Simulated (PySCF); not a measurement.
carbon tetrachloride: calculation against experiment

**Experimental background.**

From NIST CCCBDB Release 22 (SRD 101), experimental polarizabilities, for the gas: mean polarisability 10.002 Å³.

From Wang, Chong, Molecules 2025, 30, 2887 (The role of exchange energy in modeling core-electron binding energies of strongly polar bonds), for the gas: C 1s binding energy of C2 296.32 eV.

Thomas, Saethre, Boerve, Bozek, Huttula, Kukk, J. Phys. Chem. A 2004, 108, 4983 (carbon 1s photoelectron spectroscopy of halomethanes) lists, for the gas: C 1s binding energy of C2 296.33 eV.

The runs below try to reproduce these values; the comparison stands at the end.

Compound: carbon tetrachloride, CCl₄.
SMILES with atom numbers: `[Cl:1][C:2]([Cl:3])([Cl:4])[Cl:5]`

Cartesian coordinates in Å at the GFN2-xTB level; atoms count from 1:
```xyz
5
CCl4 angstrom
Cl     1.3885    0.8939    0.6352
C      0.0019    0.0007   -0.0035
Cl     0.5459   -1.1032   -1.2744
Cl    -1.1749    1.1385   -0.6748
Cl    -0.7528   -0.9271    1.3003
```

The PySCF runs (gas phase, on this GFN2-xTB geometry; non-relativistic but for the core-level run):

```csv
level,job,basis functions,wall time
wB97X-D/def2-SVPD,"8 singlets by full TDDFT, 3 Tamm–Dancoff triplets, polarisability",128,14 s
"delta-SCF UKS SCAN, pcX-2 on the ionised atom, pcseg-1 elsewhere, spin-free X2C","ΔSCF core ionisation, 3 holes",128,9.7 s
```

Hardware: x86-64 server, one thread, shared host.

## Comparison

**Mean polarisability.** Measured: 10.002 Å³ (NIST CCCBDB Release 22 (SRD 101), experimental polarizabilities).

```csv
level,computed (Å³),computed − measured (Å³),% (from the printed values)
wB97X-D/def2-SVPD,10.046,+0.044,0
```

The computed values are static and purely electronic, with core orbitals frozen in the response (1 au = 0.148185 Å³). The table of measured values doesn't say here whether a value is static or optical, or holds a vibrational part.

**Core binding energies.** Delta-SCF UKS SCAN, pcX-2 on the ionised atom, pcseg-1 elsewhere, spin-free X2C (PySCF).

| level and atom | computed (eV) | measured (eV) | computed − measured (eV) |
| --- | --- | --- | --- |
| C 1s, C2 | 296.89 | 296.32 and 296.33 | +0.57 |

Sources, in the order of the opening: Wang, Chong, Molecules 2025, 30, 2887 (The role of exchange energy in modeling core-electron binding energies of strongly polar bonds); Thomas, Saethre, Boerve, Bozek, Huttula, Kukk, J. Phys. Chem. A 2004, 108, 4983 (carbon 1s photoelectron spectroscopy of halomethanes). The computed values are vertical, without vibrational structure; measured positions hang on the energy calibration. 

The geometry is computed, not the measured one. Where a level misses, the cause wasn't examined.
